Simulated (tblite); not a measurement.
C3H7N2 (charge +1).
Atom-mapped SMILES: `[NH2:1]/[CH:2]=[CH:3]\[CH:4]=[NH2+:5]` (hydrogens: H6, H7 on N1; H8 on C2; H9 on C3; H10 on C4; H11, H12 on N5)

Cartesian coordinates in Å at the GFN2-xTB level; atoms count from 1:
```
atom  x, y, z in Å
N1    -1.9116    0.5615    0.6586
C2    -1.4064   -0.2916   -0.2035
C3    -0.0687   -0.5077   -0.4955
C4     1.0030    0.1513    0.0818
N5     2.2565   -0.0923   -0.2235
H6    -1.3318    1.1735    1.2140
H7    -2.9092    0.6327    0.7924
H8    -2.1293   -0.8929   -0.7422
H9     0.1467   -1.2606   -1.2391
H10    0.8426    0.9157    0.8328
H11    3.0197    0.4025    0.2133
H12    2.4897   -0.7927   -0.9150
```

Computed geometry: GFN2-xTB, gas phase.

Take the most abundant isotopes and a rigid rotor. The values belong to one conformer with, in the numbering `[NH2:1]/[CH:2]=[CH:3]\[CH:4]=[NH2+:5]`, C2–C3–C4–N5 180°.

**Question.** What are A, B and C (cm⁻¹)?

**Answer.** Ia = 26.58, Ib = 193.64, Ic = 220.23 u·Å²; 505379 MHz·u·Å²/I gives 19012, 2610 and 2295 MHz, that is A = 0.63418, B = 0.08705, C = 0.07655 cm⁻¹.

**Question.** Classify the top.

**Answer.** A near-prolate asymmetric top: κ = (2 × 2610 − 19012 − 2295)/(19012 − 2295) = -0.96.

**Question.** What does the inertial defect say?

**Answer.** Planar: Δ = Ic − Ia − Ib = 0.00 u·Å². For a rigid frame Δ = −2 Σ m c², so it vanishes when all atoms lie in the ab plane; here none is more than 0.01 Å from it.

**Question.** List the rotational levels J(Ka,Kc) to J = 5 (cm⁻¹).

**Answer.** Above 0(0,0):
J = 1: 1(0,1) 0.1636, 1(1,1) 0.7107, 1(1,0) 0.7212
J = 2: 2(0,2) 0.4907, 2(1,2) 1.0274, 2(1,1) 1.0589, 2(2,1) 2.7003, 2(2,0) 2.7005
J = 3: 3(0,3) 0.9809, 3(1,3) 1.5024, 3(1,2) 1.5654, 3(2,2) 3.1911, 3(2,1) 3.1919, 3(3,1) 5.9532, 3(3,0) 5.9532
J = 4: 4(0,4) 1.6338, 4(1,4) 2.1355, 4(1,3) 2.2405, 4(2,3) 3.8454, 4(2,2) 3.8477, 4(3,2) 6.6079, 4(3,1) 6.6079, 4(4,1) 10.4743, 4(4,0) 10.4743
J = 5: 5(0,5) 2.4488, 5(1,5) 2.9266, 5(1,4) 3.0842, 5(2,4) 4.6631, 5(2,3) 4.6683, 5(3,3) 7.4264, 5(3,2) 7.4264, 5(4,2) 11.2926, 5(4,1) 11.2926, 5(5,1) 16.2637, 5(5,0) 16.2637

Its GFN2-xTB frequencies are all real (lowest 160 cm⁻¹). Constants of a rigid frame at the computed geometry: no zero-point averaging, no centrifugal distortion.
